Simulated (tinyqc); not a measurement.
Worked calculation: Born-Oppenheimer dynamics on the RHF/sto-3g surface (energies and gradients from PySCF), for CH+, spin multiplicity 1. Computed by tinyqc, a small Python program that keeps every step (integrals from PySCF). Settings: charge = 1, multiplicity = 1, basis = sto-3g, time step (fs) = 0.2, steps = 24. Command: `OMP_NUM_THREADS=1 python tinyqc.py 20860 20861 out.jsonl` (the two numbers bound the seeds that draw the settings). One thread of a shared host (Intel(R) Xeon(R) Processor @ 2.60GHz), about 2 s of CPU time with the checks.

## Velocity Verlet step 1

positions (bohr):
```
         x       y       z
1C  0.0000  0.0000  0.0000
2H  0.0000  0.0000  2.3943
```

velocities (bohr per atomic time unit):
```
             x           y           z
1C   0.0000052   0.0000034   0.0000213
2H  -0.0000618  -0.0000406  -0.0002537
```

gradient (hartree/bohr):
```
           x         y          z
1C  0.000000  0.000000  -0.046601
2H  0.000000  0.000000   0.046601
```

masses (electron masses): 1C 21874.6618, 2H 1837.1526

gradient after step 1 (hartree/bohr):
```
            x          y          z
1C   0.000011   0.000007  -0.045805
2H  -0.000011  -0.000007   0.045805
```

dt = 0.2 fs = 8.2683 atomic units; x' = x + v dt - g dt^2 / (2m); after the new gradient g', v' = v - (g + g') dt / (2m).

positions after step 1 (bohr):
```
          x        y       z
1C   0.0000   0.0000  0.0002
2H  -0.0005  -0.0003  2.3913
```

velocities after step 1 (bohr per atomic time unit):
```
             x           y           z
1C   0.0000052   0.0000034   0.0000388
2H  -0.0000618  -0.0000406  -0.0004616
```

## Velocity Verlet step 2

gradient after step 2 (hartree/bohr):
```
            x          y          z
1C   0.000021   0.000014  -0.044537
2H  -0.000021  -0.000014   0.044537
```

As before.

positions after step 2 (bohr):
```
          x        y       z
1C   0.0001   0.0001  0.0006
2H  -0.0010  -0.0007  2.3866
```

velocities after step 2 (bohr per atomic time unit):
```
             x           y           z
1C   0.0000052   0.0000034   0.0000558
2H  -0.0000617  -0.0000405  -0.0006649
```

## Energy conservation

The total energy should stay constant up to terms of order dt^2; the step counts as short enough if it moves by less than 2 % of the largest kinetic energy.

Trajectory:
```
time (fs)  1C-2H (angstrom)  potential (hartree)  kinetic (hartree)  total (hartree)
0.0000               1.2670           -37.452540           0.000070       -37.452471
0.2000               1.2653           -37.452689           0.000218       -37.452471
0.4000               1.2626           -37.452917           0.000446       -37.452472
0.6000               1.2590           -37.453217           0.000744       -37.452473
0.8000               1.2545           -37.453575           0.001101       -37.452474
1.0000               1.2490           -37.453976           0.001501       -37.452475
1.2000               1.2428           -37.454402           0.001926       -37.452476
1.4000               1.2359           -37.454833           0.002356       -37.452477
1.6000               1.2283           -37.455249           0.002770       -37.452479
1.8000               1.2201           -37.455627           0.003147       -37.452480
2.0000               1.2114           -37.455947           0.003466       -37.452481
2.2000               1.2024           -37.456189           0.003707       -37.452482
2.4000               1.1931           -37.456337           0.003853       -37.452483
2.6000               1.1837           -37.456378           0.003894       -37.452484
2.8000               1.1744           -37.456305           0.003821       -37.452484
3.0000               1.1652           -37.456118           0.003634       -37.452484
3.2000               1.1563           -37.455823           0.003340       -37.452483
3.4000               1.1478           -37.455436           0.002954       -37.452482
3.6000               1.1400           -37.454977           0.002498       -37.452480
3.8000               1.1328           -37.454477           0.001999       -37.452478
4.0000               1.1265           -37.453969           0.001493       -37.452476
4.2000               1.1212           -37.453487           0.001014       -37.452473
4.4000               1.1170           -37.453069           0.000597       -37.452471
4.6000               1.1139           -37.452745           0.000276       -37.452470
4.8000               1.1121           -37.452542           0.000074       -37.452469
```

The total energy moves within 1.5e-05 hartree, under 2 % of the largest kinetic energy.
